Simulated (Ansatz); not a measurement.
Results of RPBE in Ansatz (PAW) for 1T (CdI2-type) SnSe₂.

Settings: plane-wave cutoff 520 eV, 12×12×6 k mesh (along the axes of the cell as run), Fermi–Dirac smearing 0.01 eV, scalar-relativistic PAW data made under PBE.

Cell (measured lattice):

SnSe$_{2}$ has the trigonal space group P-3m1 (No. 164), the CdI2 type structure, Pearson symbol hP3. Conventional cell: a = b = 3.8110 Å, c = 6.1400 Å, α = β = 90.00°, γ = 120.00°. Sn on 1a has 6 Se at 2.714 Å (octahedral). Se on 2d has 3 Sn at 2.714 Å (trigonal pyramidal). (Neighbours: up to the widest gap in distance over summed covalent radii, below 1.35, at either atom; cation-cation and far metal-metal contacts left out.)

Predict the band gap and smallest direct gap on the k points sampled.


* **band gap**: 0.61 eV
* **smallest direct gap on the k points sampled**: 1.23 eV

Measured, for comparison: band gap 0.98 eV (temperature not stated, not corrected to a static lattice, indirect, our sources range from 0.98 to 1.06; as tabulated in Gonzalez and Oleynik (2016), arXiv:1609.04381).

Note: cell and atoms aren't relaxed at this level (largest force component 0.18 eV/Å, pressure 5.0 GPa).

Spin–orbit coupling is not included.

Static lattice: no zero-point or thermal effects.

Cost on a shared machine: around 40 core-seconds (rough).

Ansatz is a program for electronic structure.
